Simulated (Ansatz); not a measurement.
`CC1(F)CC1`, relaxed with RKS PBE-D4/def2-SVP in Ansatz from a rough embedded geometry. The force threshold is 0.03 eV/Å; the program also tests the step.

Total charge 0; spin multiplicity 1.

Start:

```xyz
12

C    -0.828   -1.189    0.100
C     0.069   -0.205   -0.459
F     0.461   -0.506   -1.731
C     1.152    0.544    0.368
C    -0.099    1.279   -0.168
H    -0.357   -2.178    0.227
H    -1.120   -0.905    1.167
H    -1.717   -1.276   -0.443
H     1.134    0.273    1.458
H     2.071    0.676   -0.055
H    -0.873    1.544    0.522
H     0.106    1.943   -0.987
```

(1) By how much does the energy fall, and how many steps does the optimiser take? (An estimate is asked.)

(2) Which bonds change most? (Estimate.)

(3) Give the relaxed structure. (Best estimate.)

Answers

(1) The calculation gave: 0.41 eV, in 5 steps.

(2) Computed: C4–H10 from 1.020 to 1.101 Å; C1–H8 from 1.046 to 1.109 Å; C1–C2 from 1.444 to 1.505 Å; C2–C4 from 1.555 to 1.502 Å.

(3) Ansatz gave: 
```xyz
12

C    -0.846   -1.221    0.145
C     0.082   -0.185   -0.430
F     0.469   -0.513   -1.718
C     1.121    0.521    0.393
C    -0.076    1.285   -0.163
H    -0.349   -2.212    0.178
H    -1.149   -0.949    1.175
H    -1.761   -1.310   -0.475
H     1.169    0.315    1.474
H     2.095    0.693   -0.091
H    -0.867    1.618    0.527
H     0.111    1.957   -1.015
```
